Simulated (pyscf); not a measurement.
Single points on ωB97X-D3(BJ)/def2-SVP structures (PySCF, gas phase). MP2 and CC: frozen core, UHF for open shells. ΔMP2 is the change of the MP2 total energy from the triple- to the quadruple-zeta basis.

Task: For the elementary gas-phase step `[F][SiH]([F])[F]` + `[OH2]` → `[OH][SiH]([F])[F]` + `[FH]` (singlet surface; F–Si, H–O broken, O–Si, F–H formed), what barrier and reaction energy does CCSD(T)/def2-TZVPP + ΔMP2(QZVPP) give, measured from the separated reactants?

Result: ΔE‡ = 25.8 kcal/mol, ΔE = +8.5 kcal/mol. Zero-point energy shifts the barrier by +0.4 kcal/mol. It is a four-centre exchange, with an imaginary mode of 824i cm⁻¹. On the product side the descent ends in a complex, 5.2 kcal/mol under the separated species and 19.4 kcal/mol under the saddle at ωB97X-D3(BJ)/def2-TZVP. At ωB97X-D3(BJ) the barrier from the zero used here is 22.2 kcal/mol. This is the saddle that the search found; another between the same sides may lie lower. The CCSD(T) − MP2 part came from Ansatz, without density fitting, on the same reference.
